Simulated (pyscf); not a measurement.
# Routes from •H₂C–CH(CH₃)–Cl (SMILES [CH2]C(C)Cl)

Candidate steps break at most two bonds and form at most two. Each was searched with GFN2-xTB (tblite) first. PySCF, gas phase, ωB97X-D3(BJ)/def2-SVP geometries. Energies: ωB97M-D3(BJ)/def2-TZVP, kJ/mol, from the reactant's lowest minimum found, doublet surface.

```
products                                                          type    ΔE‡      ΔE  ΔG‡ 298 K  ΔG‡ 900 K  ν‡ (cm⁻¹)
-----------------------------------  ---------------------------------  -----  ------  ---------  ---------  ---------
H₃C–C•(CH₃)–Cl                                          hydrogen shift  172.1   -25.8      161.1      164.4      2034i
cyclic C₃H₅Cl (SMILES ClC1CC1) + H•  ring closure with loss of a group  270.4  +199.0      257.4      267.8      1388i
```

Under all of these lies the exit to H₂C=CH–CH₃ + Cl• (no saddle counted: cutting one bond, which may have a small barrier of its own, costs +82.8 kJ/mol at ωB97M-D3(BJ)). Plain bond fissions and candidates not yet searched are not listed, and one of them may be faster. Each barrier is that of the saddle found; lower ones may exist.
